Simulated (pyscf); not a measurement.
Structures and frequencies: ωB97X-D3(BJ)/def2-SVP in PySCF.

**Question.** How much does it cost (ΔH, 298 K, ωB97M-D3(BJ)/def2-TZVP) to split H₂N–Si(OH)(SiH₃)–SiH₃ at its O–Si bond into H₂N–Si•(SiH₃)–SiH₃ + OH•?

**Answer.** O–Si to H₂N–Si•(SiH₃)–SiH₃ + OH•: 5.17 eV. The 7 functionals that were run give +4.93 (r²SCAN) to +5.24 eV (M06-2X). Other isomers of H₂N–Si•(SiH₃)–SiH₃ were not searched in full and may lie lower. Left out: the spin-orbit lowering of OH.
